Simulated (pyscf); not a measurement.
**Hydrogen shift: •O–OH → •O–OH**

Gas phase, doublet surface, charge 0. Bonds broken: H1–O2. Bonds formed: H1–O3. Single points on ωB97X-D3(BJ)/def2-SVP structures (PySCF, gas phase).

Transition state (Å):

```xyz
3

H      0.0786    -0.2673     0.7262
O     -1.0374    -0.1469     0.9931
O     -0.5106    -0.9431    -0.0001
```

One imaginary mode, 2180i cm⁻¹; descent along it reached the two sides named.

```tsv
bond	change	reactant side (Å)	saddle	product side
H1–O2	breaks	0.978	1.154	1.835
H1–O3	forms	1.835	1.154	0.978
```

Electronic energies relative to the reactant's lowest minimum found (eV):

```json
[
 {"level": "ωB97X-D3(BJ)/def2-TZVP", "barrier": "1.85", "reaction energy": "0.00", "reverse barrier": "1.85"},
 {"level": "PBE/def2-TZVP", "barrier": "1.52", "reaction energy": "0.00", "reverse barrier": "1.52"},
 {"level": "r²SCAN/def2-TZVP", "barrier": "1.69", "reaction energy": "0.00", "reverse barrier": "1.69"},
 {"level": "B3LYP-D3(BJ)/def2-TZVP", "barrier": "1.79", "reaction energy": "0.00", "reverse barrier": "1.79"},
 {"level": "PBE0-D3(BJ)/def2-TZVP", "barrier": "1.81", "reaction energy": "0.00", "reverse barrier": "1.81"},
 {"level": "M06-2X/def2-TZVP", "barrier": "1.84", "reaction energy": "0.00", "reverse barrier": "1.84"},
 {"level": "ωB97M-D3(BJ)/def2-TZVP", "barrier": "1.82", "reaction energy": "0.00", "reverse barrier": "1.82"},
 {"level": "HF/def2-TZVP", "barrier": "2.80", "reaction energy": "0.00", "reverse barrier": "2.80"}
]
```

With ωB97M-D3(BJ)/def2-TZVP energies and thermal terms (ideal gas, 1 atm, RRHO with modes under 100 cm⁻¹ raised to 100, one conformer, R ln 2 for chiral ones without a mode under 150 cm⁻¹), in eV:

```csv
T (K),ΔH‡,ΔG‡,ΔH,ΔG
298,1.67,1.69,0.00,0.00
600,1.67,1.71,0.00,0.00
900,1.66,1.73,0.00,0.00
1200,1.64,1.75,0.00,0.00
```
